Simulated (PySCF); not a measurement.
Compound: C6H5F.
Atom-mapped SMILES: `[F:1][c:2]1[cH:3][cH:4][cH:5][cH:6][cH:7]1` (hydrogens: H8 on C3; H9 on C4; H10 on C5; H11 on C6; H12 on C7)

The same species was optimised twice, with GFN2-xTB and with PBE0-D3(BJ)/def2-SVP (PySCF), and the same property calculations (PySCF, gas phase) were run on both structures.

| coordinate | GFN2-xTB | PBE0-D3(BJ)/def2-SVP | change |
| --- | --- | --- | --- |
| F1–C2 (Å) | 1.351 | 1.333 | -0.018 |
| C3–C4 (Å) | 1.384 | 1.394 | +0.010 |
| C6–C7 (Å) | 1.384 | 1.394 | +0.010 |
| C4–C5 (Å) | 1.385 | 1.395 | +0.010 |
| C5–C6 (Å) | 1.385 | 1.395 | +0.010 |
| C2–C3 (Å) | 1.383 | 1.390 | +0.007 |
| C2–C7 (Å) | 1.383 | 1.390 | +0.007 |
| C4–C5–C6 (°) | 120.2 | 119.7 | -0.5 |
| C3–C2–C7 (°) | 122.1 | 121.7 | -0.4 |
| C2–C3–C4 (°) | 118.6 | 118.8 | +0.2 |
| C5–C6–C7 (°) | 120.3 | 120.5 | +0.2 |
| C2–C7–C6 (°) | 118.6 | 118.8 | +0.2 |
| F1–C2–C3 (°) | 118.9 | 119.2 | +0.3 |
| C3–C4–C5 (°) | 120.3 | 120.5 | +0.2 |
| F1–C2–C7 (°) | 118.9 | 119.1 | +0.2 |

Rotational constants: A = 5736, B = 2587, C = 1783 MHz (GFN2-xTB) against A = 5684, B = 2571, C = 1770 MHz (PBE0-D3(BJ)/def2-SVP). Point groups within 0.08 Å: C2v and C2v.

On the GFN2-xTB structure: HOMO (eV) -7.29 [PBE0/pcSseg-1]; LUMO (eV) -0.51 [PBE0/pcSseg-1]; dipole (D) 1.56 [PBE0/pcSseg-1]; GIAO shielding of F1 (ppm) 285.0 [PBE0/pcSseg-1]; GIAO shielding of C2 (ppm) 13.8 [PBE0/pcSseg-1]; GIAO shielding of C3/C7 (mean) (ppm) 65.6 [PBE0/pcSseg-1]; GIAO shielding of C4/C6 (mean) (ppm) 51.2 [PBE0/pcSseg-1]; GIAO shielding of C5 (ppm) 58.0 [PBE0/pcSseg-1].

Q: What do these properties become on the PBE0-D3(BJ)/def2-SVP structure?

A: 
```json
{"property": "HOMO (eV)", "level": "PBE0/pcSseg-1", "on GFN2-xTB": "-7.29", "on PBE0-D3(BJ)/def2-SVP": "-7.25", "change": "+0.04"}
{"property": "LUMO (eV)", "level": "PBE0/pcSseg-1", "on GFN2-xTB": "-0.51", "on PBE0-D3(BJ)/def2-SVP": "-0.54", "change": "-0.03"}
{"property": "dipole (D)", "level": "PBE0/pcSseg-1", "on GFN2-xTB": "1.56", "on PBE0-D3(BJ)/def2-SVP": "1.43", "change": "-0.13"}
{"property": "energy, GFN2-xTB geometry as zero (kcal/mol)", "level": "PBE0/pcSseg-1", "on GFN2-xTB": "0.0", "on PBE0-D3(BJ)/def2-SVP": "-0.1", "change": "-0.1"}
{"property": "GIAO shielding of F1 (ppm)", "level": "PBE0/pcSseg-1", "on GFN2-xTB": "285.0", "on PBE0-D3(BJ)/def2-SVP": "286.9", "change": "+1.9"}
{"property": "GIAO shielding of C2 (ppm)", "level": "PBE0/pcSseg-1", "on GFN2-xTB": "13.8", "on PBE0-D3(BJ)/def2-SVP": "13.8", "change": "0.0"}
{"property": "GIAO shielding of C3/C7 (mean) (ppm)", "level": "PBE0/pcSseg-1", "on GFN2-xTB": "65.6", "on PBE0-D3(BJ)/def2-SVP": "63.6", "change": "-2.0"}
{"property": "GIAO shielding of C4/C6 (mean) (ppm)", "level": "PBE0/pcSseg-1", "on GFN2-xTB": "51.2", "on PBE0-D3(BJ)/def2-SVP": "48.7", "change": "-2.5"}
{"property": "GIAO shielding of C5 (ppm)", "level": "PBE0/pcSseg-1", "on GFN2-xTB": "58.0", "on PBE0-D3(BJ)/def2-SVP": "55.7", "change": "-2.3"}
```

The heavy atoms differ by 0.009 Å rms after alignment. Among bonds between heavy atoms F1–C2 changes most (-0.018 Å). Changes are differences of the printed values. Neither structure is proved a minimum here.
